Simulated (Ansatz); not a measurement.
Geometry optimisation, RHF/def2-SVP (Ansatz 0.2.0).

The input (input.yaml):

```yaml
crystal:
  periodic: [false, false, false]
  atoms:
    - { symbol: Al, position_ang: [0.0, 0.0, 0.0] }
    - { symbol: H, position_ang: [0.0, 0.0, 1.56] }
    - { symbol: F, position_ang: [1.4635, 0.0, -0.845] }
    - { symbol: F, position_ang: [-1.4635, 0.0, -0.845] }
basis:
  gaussian: { orbitals: def2-SVP }
hamiltonian:
  xc: hf
relax:
  f_tol: 0.02
  max_steps: 40
```

Run as:

```bash
$ ansatz run input.yaml --threads 1 --pin off --max-ram 2048MiB --backend cpu --events-out ev --progress --plain --runs-dir out
```

**Question.** Where does it end, and by what steps?

**Answer.** The run converged. After 3 steps the energy has fallen by 0.085 eV; F3 moved furthest, 0.06 Å.

```
step  energy less start (eV)  largest force component (eV/Å)  accepted
   0                  0.0000                           1.399       yes
   1                 -0.0620                           0.755       yes
   2                 -0.0847                           0.079       yes
   3                 -0.0848                           0.015       yes
```

```xyz
4
Properties=species:S:1:pos:R:3
Al 0.000 0.000 0.008
H 0.000 0.000 1.559
F 1.400 0.000 -0.848
F -1.400 0.000 -0.848
```

Whether the end is a true minimum wasn't checked by a vibrational analysis.

Run time: 1.9 s on 1 thread of Arm Neoverse V1, on a shared host, peak memory 0.092 GiB.
